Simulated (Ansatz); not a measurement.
This script makes a rigid torsion scan of C₄H₆O, SMILES CC(C)=C=O with Ansatz 0.2.0, Python API.

The script, `torsion_c4h6o.py`:
```python
"""Energy of C4H6O as one group turns about a bond."""

from dataclasses import dataclass

import ansatz
from ase import Atoms


@dataclass(frozen=True)
class RunConfig:
    basis: str = "cc-pVDZ"
    xc: str = "r2scan"
    dispersion: str = "d3bj"
    force_tol: float = 0.02


settings = RunConfig()

atoms = Atoms(["C", "C", "C", "C", "O", "H", "H", "H", "H", "H", "H"], positions=[
    [1.3434, -0.0246, 0.0881],
    [-0.1177, 0.3131, 0.1046],
    [-1.0435, -0.7737, -0.3546],
    [-0.5552, 1.4774, 0.4933],
    [-0.9496, 2.5272, 0.8439],
    [1.9579, 0.8133, 0.4349],
    [1.5443, -0.8806, 0.7404],
    [1.6646, -0.2784, -0.9273],
    [-2.0916, -0.4576, -0.3161],
    [-0.8162, -1.057, -1.3874],
    [-0.9365, -1.6591, 0.2803],
])

# relax first, so that the scan starts from a minimum
first = (
    ansatz.Crystal.molecule_from_ase(atoms).calculation()
    .basis(gaussian=settings.basis)
    .functional(settings.xc, dispersion=settings.dispersion)
    .relax(force_tolerance=settings.force_tol, max_steps=80)
)
atoms.positions = first.run(threads=1).report["positions_ang"]

start = atoms.get_dihedral(2, 1, 0, 5)
energies = {}
for turn in range(0, 121, 15):
    turned = atoms.copy()
    turned.set_dihedral(2, 1, 0, 5, start + turn, indices=[0, 5, 6, 7])
    job = (
        ansatz.Crystal.molecule_from_ase(turned).calculation()
        .basis(gaussian=settings.basis)
        .functional(settings.xc, dispersion=settings.dispersion)
    )
    energies[round((start + turn) % 360)] = job.run(threads=1).report["free_energy_ev"]
floor = min(energies.values())
print("dihedral C2-C1-C0-H5 (deg)   E - E(min) (eV)")
for angle, e in sorted(energies.items()):
    print(f"{angle:8d} {(e - floor):14.3f}  " + "#" * int(30 * (e - floor) / max(max(energies.values()) - floor, 1e-9)))
```

Where along the turn do the lowest and the highest point lie, and how far apart are they?

The lowest point is at 180° and the highest at 240°, 0.100 eV (9.6 kJ/mol) above it, with the rest of the molecule held.

What the script printed:

`python torsion_c4h6o.py` gives:
```text
DeckWarning: the engine holds no damping parameters fitted to this dispersion correction and functional, so the run takes those fitted to r2scan beside the three-body term, which d3bj leaves out (hamiltonian.dispersion, under Limitations)
dihedral C2-C1-C0-H5 (deg)   E - E(min) (eV)
     180          0.000
     195          0.014  ####
     210          0.049  ##############
     225          0.085  #########################
     240          0.100  ##############################
     255          0.085  #########################
     270          0.051  ###############
     285          0.017  #####
     300          0.005  #
```
(Warnings from the package without file and line.)

What to keep in mind:
- The scan is rigid and the energies are electronic, in a modest basis. With rigid groups the curve can differ much from the relaxed path, the start wasn't checked as a minimum of this torsion, and equivalent turns needn't return to the same energy.
- A dispersion term here runs with damping parameters fitted for another variant or functional.
- Run time: 63 s on 1 thread of Arm Neoverse V2 (shared host), peak memory 0.23 GiB.

(Lines on the test bed's own set-up are left out of the output.)
